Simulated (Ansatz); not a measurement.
A made-up structure of SiH$_{3}$O$_{2}$ (charge +1), singlet:

O1  (-0.989, -1.344, 1.127)
Si2  (-0.472, -0.782, -0.157)
O3  (0.440, 0.725, 0.122)
H4  (-0.389, -0.946, -1.613)
H5  (-0.562, 0.088, 0.961)
H6  (0.522, 1.042, 1.042)
(Å)

It is relaxed with PBE-D4/def2-SVP and then PBE0-D4/def2-TZVP (Ansatz 0.2.0). Atoms count as bonded within 1.22 times the sum of their covalent radii (H–H: 0.88 Å). The end point is not checked to be a true minimum.

**Question.** Does its bonding change? (A judgement: the text doesn't fix the answer.)

**Answer.** By the calculation: Yes. Formed: O1–H5; broken: Si2–H5.

Where it ends: The first stage lowers the energy by 4.56 eV in 15 steps. It ends as SiH₃O₂ ([OH][SiH][OH]), total charge +1:
```xyz
6
angstrom
O -1.1795 -1.0249 0.9081
Si -0.2662 -0.4419 -0.2154
O 0.7121 0.7706 -0.1211
H -0.3355 -1.1092 -1.5069
H -1.3337 -0.7916 1.8301
H 0.9534 1.3792 0.5858
```

Labels in which every atom is bracketed show which atoms are joined, not bond orders.

For scale, one of the runs: PBE0-D4/def2-TZVP relaxation, 117 basis functions, launched by `ansatz run in.yaml --threads 2 --pin off --events-out ev --progress --plain --max-ram 4352MiB`. Hardware: 2 CPU threads of an Arm Neoverse V2, shared host. Wall time about 10 s.
